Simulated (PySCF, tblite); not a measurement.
# C₃H₅O radical: geometry, infrared bands and EPR parameters

Aim: predict the infrared bands and EPR parameters of C₃H₅O radical (`C[C@@H]1[CH]O1`).

The runs use tblite 0.8.0 and PySCF 2.14.0, with density-fitted response routines of our own; the level of theory stands in each step. All values are computed, except where a source is named. Atoms count from 0, in the outputs and in this text.

### Step 1. Starting geometry

9 atoms, charge 0, multiplicity 2; geometry from: force field or distance geometry start.

Bonds of the start (Å): C0–C1 1.47, C1–C2 1.45, C2–O3 1.39, O3–C1 1.43, C0–H4 1.09, C0–H5 1.10, C0–H6 1.10, C1–H7 1.08, C2–H8 1.08.

### Step 2. Relaxing the molecule with GFN2-xTB

What the job is given:

```
{"job": {"kind": "relax", "xc": "GFN2-xTB", "basis": "xTB"}, "charge": 0, "multiplicity": 2}
C     -0.975500     0.186400     0.080100
C      0.272500    -0.584500    -0.010200
C      1.573700     0.028600     0.190200
O      1.126400    -0.248100    -1.101200
H     -0.860300     1.223700    -0.244700
H     -1.357500     0.205100     1.109000
H     -1.751800    -0.272300    -0.548800
H      0.185500    -1.620100     0.296100
H      1.800600     1.087200     0.204300
```

Started as:

```console
> OMP_NUM_THREADS=1 python probes_run.py task.json out
```

This one command runs all jobs of the session in turn.

Output:

```text
step      E/eV     max force
  0    -351.27634    1.860
  1    -351.36863    0.993
  2    -351.43351    0.792
  3    -351.46851    0.519
  4    -351.47657    0.213
  5    -351.47878    0.130
  6    -351.48007    0.117
  7    -351.48133    0.113
  8    -351.48214    0.075
  9    -351.48258    0.060
 10    -351.48285    0.046
 11    -351.48304    0.050
 12    -351.48318    0.037
 13    -351.48327    0.032
 14    -351.48335    0.028
 15    -351.48343    0.028
 16    -351.48351    0.032
 17    -351.48358    0.023
 18    -351.48364    0.023
 19    -351.48368    0.022
 20    -351.48371    0.016
 21    -351.48373    0.013
 22    -351.48375    0.011
 23    -351.48376    0.008
```

It took 0.05 s on 1 thread of Arm Neoverse V2, shared host.

The steps of the relaxation:

```csv
step,energy from step 0 (eV),largest force (eV/Å)
0,0.0000,1.8602
1,-0.0923,0.9930
2,-0.1572,0.7923
3,-0.1922,0.5188
4,-0.2002,0.2126
5,-0.2024,0.1296
6,-0.2037,0.1173
7,-0.2050,0.1131
8,-0.2058,0.0749
9,-0.2062,0.0600
10,-0.2065,0.0462
11,-0.2067,0.0498
12,-0.2068,0.0367
13,-0.2069,0.0323
14,-0.2070,0.0277
15,-0.2071,0.0284
16,-0.2072,0.0319
17,-0.2072,0.0228
18,-0.2073,0.0230
19,-0.2073,0.0217
20,-0.2074,0.0164
21,-0.2074,0.0135
22,-0.2074,0.0112
23,-0.2074,0.0079
```

Close pairs (by a distance rule), those that changed most:

```csv
bond,before (Å),after (Å),change (Å)
C0–C1,1.470,1.506,+0.037
C2–O3,1.394,1.358,-0.036
C0–H6,1.099,1.089,-0.011
C0–H5,1.098,1.088,-0.010
C2–H8,1.083,1.075,-0.008
C1–O3,1.426,1.433,+0.007
C0–H4,1.093,1.088,-0.005
C1–C2,1.452,1.448,-0.004
```

The final coordinates are the input of the step that follows.

### Step 3. Harmonic vibrations with GFN2-xTB

What the job is given:

```
{"job": {"kind": "ir", "xc": "GFN2-xTB", "basis": "xTB"}, "charge": 0, "multiplicity": 2}
C     -1.016685     0.196851     0.083906
C      0.279734    -0.567053     0.016781
C      1.577447     0.070897     0.097243
O      1.117755    -0.322150    -1.119130
H     -0.869402     1.221796    -0.249231
H     -1.382814     0.205541     1.108301
H     -1.765837    -0.273035    -0.550913
H      0.218328    -1.616748     0.291270
H      1.855035     1.089895     0.296593
```

Output:

```text
mode    cm-1     km/mol
  1     147.4      0.16
  2     362.5      3.72
  3     406.6      3.07
  4     816.8     21.90
  5     852.7     12.72
  6     914.8     24.55
  7    1002.8     19.23
  8    1038.8     14.81
  9    1067.2      1.19
 10    1108.4     15.80
 11    1165.9     24.00
 12    1287.1      5.58
 13    1399.4      5.52
 14    1466.4     20.04
 15    1477.7     13.78
 16    1496.6     36.52
 17    3004.6     24.27
 18    3023.8     17.47
 19    3035.9     16.54
 20    3043.4     27.31
 21    3070.8     32.15
```

Run time: 0.08 s. Hardware: 1 thread of Arm Neoverse V2, shared host.

Which atoms move in the most intense modes:

```csv
cm⁻¹,km/mol,atoms
817,21.9,"H8 63 %, C2 18 %"
915,24.6,"H6 20 %, H8 18 %, C0 14 %, C2 13 %"
1166,24.0,"C1 26 %, C2 20 %, O3 19 %, H7 18 %"
1466,20.0,"H5 41 %, H6 17 %, H4 14 %"
1497,36.5,"C1 31 %, C2 22 %, H6 12 %, H5 11 %"
3005,24.3,H7 90 %
3043,27.3,H4 89 %
3071,32.1,H8 92 %
```

### Step 4. g tensor and hyperfine couplings: B3LYP/pcH-1

Same as in step 3 but for these lines:

```diff
@@ -1,2 +1,2 @@
-{"job": {"kind": "ir", "xc": "GFN2-xTB", "basis": "xTB"}, "charge": 0, "multiplicity": 2}
+{"job": {"kind": "epr", "basis": "pcH-1"}, "charge": 0, "multiplicity": 2}
 C     -1.016685     0.196851     0.083906
```

Method: UKS B3LYP, pcH-1 on C H O, non-relativistic, mean-field spin-orbit, GIAO.

Output:

```text
UKS, coarse grid
  cycle   1  E = -192.38768272  |g| = 4.05e-01
  cycle   2  E = -192.23763805  |g| = 7.58e-01
  cycle   3  E = -192.44677806  |g| = 1.01e-01
  cycle   4  E = -192.45069575  |g| = 2.94e-02
  cycle   5  E = -192.45110426  |g| = 6.21e-03
  cycle   6  E = -192.45112401  |g| = 2.66e-03
  cycle   7  E = -192.45112822  |g| = 9.63e-04
UKS, final grid
  cycle   1  E = -192.45107651  |g| = 1.27e-03
  cycle   2  E = -192.45107547  |g| = 2.17e-03
  cycle   3  E = -192.45107721  |g| = 2.70e-04
  cycle   4  E = -192.45107724  |g| = 9.70e-05
  cycle   5  E = -192.45107725  |g| = 4.14e-05
  cycle   6  E = -192.45107725  |g| = 5.61e-06
E = -192.45107725 Eh   <S^2> = 0.7527 (exact 0.7500)
g shifts (ppm)      1          2          3
  rmc          -192       -192       -192
  gc              2         11          4
  oz_so           1        855       2507
  total        -189        674       2319
hyperfine (MHz)  atom isotope    a_iso     a_fc   dipolar eigenvalues
    0   13C      -1.86      -1.86     -1.17     -0.94      2.11
    1   13C      -4.42      -4.42     -3.37     -0.69      4.05
    2   13C     361.08     361.08    -68.91    -64.40    133.31
    3   17O     -29.32     -29.32    -71.55     33.12     38.43
    4    1H      -0.44      -0.44     -3.29     -2.55      5.84
    5    1H       4.40       4.40     -2.12     -1.85      3.97
    6    1H      13.52      13.52     -1.90     -1.27      3.17
    7    1H       6.42       6.42     -5.63     -5.10     10.73
    8    1H      81.89      81.89    -28.65     -5.35     34.00
```

Wall time 10 s (1 thread of Arm Neoverse V2, shared host); peak memory 0.53 GiB.

Principal g values 2.00213, 2.00299, 2.00464; g(iso) = 2.00325, against 2.00232 for a free electron.

Mean a(iso) over the nuclei that a row names, and the largest dipolar term of the row (other rows stand at the frozen geometry):

```csv
nuclei,isotope,a(iso) (MHz),"a(iso) (G, at g = 2.0023)",largest dipolar term (MHz)
C2,13C,361.1,128.8,133.3
H8,1H,81.9,29.2,34.0
O3,17O,-29.3,-10.5,-71.5
H7,1H,6.4,2.3,10.7
"H4, H5, H6",1H,5.8,2.1,5.8
C1,13C,-4.4,-1.6,4.1
C0,13C,-1.9,-0.7,2.1
```

Mulliken spin populations:

```csv
atom,value (e)
C0,0.00
C1,-0.03
C2,0.85
O3,0.16
H4,0.00
H5,0.00
H6,0.01
H7,0.00
H8,0.02
```

In first order the couplings over 0.8 MHz of 1H give 16 distinct lines over 37.8 G, if the averaged nuclei exchange fast.

Orbitals, density, ELF and potential are computed afterwards from the orbital file.

ELF in a plane through or near 5 of the atoms.

Values, 10 rows by 14 columns:
```
0.00 0.00 0.00 0.00 0.00 0.00 0.00 0.00 0.00 0.00 0.00 0.00 0.00 0.00
0.00 0.00 0.00 0.00 0.00 0.00 0.00 0.00 0.00 0.00 0.00 0.00 0.00 0.00
0.00 0.00 0.00 0.27 0.51 0.07 0.00 0.07 0.28 0.08 0.01 0.00 0.00 0.00
0.00 0.00 0.21 0.98 1.00 0.80 0.03 0.54 0.88 0.39 0.07 0.01 0.00 0.00
0.00 0.03 0.21 0.87 0.96 0.65 0.21 0.40 0.54 0.65 0.35 0.04 0.00 0.00
0.00 0.21 0.70 0.89 0.29 0.70 0.51 0.89 0.59 0.66 0.47 0.09 0.01 0.00
0.00 0.06 0.53 0.59 0.35 0.22 0.77 0.84 0.17 0.18 0.22 0.05 0.00 0.00
0.00 0.00 0.01 0.02 0.01 0.24 0.97 0.99 0.49 0.00 0.00 0.00 0.00 0.00
0.00 0.00 0.00 0.00 0.00 0.05 0.48 0.51 0.06 0.00 0.00 0.00 0.00 0.00
0.00 0.00 0.00 0.00 0.00 0.00 0.00 0.00 0.00 0.00 0.00 0.00 0.00 0.00
```
The map spans 8.9 Å across and 8.4 Å up, centred on the molecule. Atoms in the plane (x, y in Å): C0 (1.0, 0.2), C1 (-0.3, -0.6), C2 (-1.6, 0.1), H7 (-0.2, -1.6), H8 (-1.8, 1.1).

log10 of the density (e/Å³) in the same plane.

Values, 10 rows by 14 columns:
```
-4.0 -4.0 -4.0 -4.0 -4.0 -4.0 -4.0 -4.0 -4.0 -4.0 -4.0 -4.0 -4.0 -4.0
-4.0 -4.0 -4.0 -3.9 -3.7 -3.8 -4.0 -3.7 -3.6 -3.8 -4.0 -4.0 -4.0 -4.0
-4.0 -3.9 -3.1 -2.4 -2.1 -2.4 -2.7 -2.3 -2.1 -2.3 -2.8 -3.6 -4.0 -4.0
-4.0 -3.1 -2.1 -1.0 -0.4 -1.0 -1.7 -1.1 -0.7 -1.1 -1.8 -2.7 -3.5 -4.0
-4.0 -2.6 -1.7 -0.4  0.3 -0.2 -0.7 -0.4  0.1 -0.1 -0.9 -2.0 -2.9 -4.0
-3.8 -2.4 -1.5 -0.4  0.3  0.3  0.3  0.2  0.2 -0.1 -0.7 -1.9 -2.8 -4.0
-4.0 -2.8 -2.0 -1.3 -0.9 -0.5  0.2  0.0 -0.8 -1.2 -1.6 -2.4 -3.2 -4.0
-4.0 -3.9 -3.1 -2.5 -2.2 -1.4 -0.6 -0.7 -1.5 -2.4 -2.8 -3.4 -4.0 -4.0
-4.0 -4.0 -4.0 -4.0 -3.4 -2.6 -2.1 -2.1 -2.6 -3.5 -4.0 -4.0 -4.0 -4.0
-4.0 -4.0 -4.0 -4.0 -4.0 -4.0 -3.7 -3.7 -4.0 -4.0 -4.0 -4.0 -4.0 -4.0
```
The map spans 8.9 Å across and 8.4 Å up, centred on the molecule. Atoms in the plane (x, y in Å): C0 (1.0, 0.2), C1 (-0.3, -0.6), C2 (-1.6, 0.1), H7 (-0.2, -1.6), H8 (-1.8, 1.1).

On the surface of density 0.002 e/bohr³ the electrostatic potential runs, from the 1st to the 99th percentile, from -1.32 V near O3 to 1.04 V near H8.

The spin density lies nearest to C2 67 %; O3 18 %; H8 10 %.

### Step 5. Summary of results

| quantity | value |
| --- | --- |
| strongest single infrared mode (GFN2-xTB) | 1497 cm⁻¹, 37 km/mol |
| zero-point energy (GFN2-xTB) | 44.6 kcal/mol |
| g(iso) (B3LYP) | 2.00325 |
| ⟨S²⟩ | 0.753 (exact 0.75) |
| largest a(iso) (averaged by class) | 13C on C2, 361.1 MHz |
| surface potential, 1st and 99th percentile | -1.32 V and 1.04 V |

Over 23 steps the energy fell by 0.207 eV; of the close pairs, C0–C1 changed most, 1.470 to 1.506 Å. All 21 modes are real, so the xTB geometry is a minimum. The strongest single mode, at 1497 cm⁻¹, is carried by C1, C2, H6, H5. GFN2-xTB is a fitted tight-binding method: band positions and strengths are rough. Its intensities can rank the bands wrongly. C2 carries the largest spin population, 0.85 e. The isotropic g lies 0.9 ppt above the free-electron value.
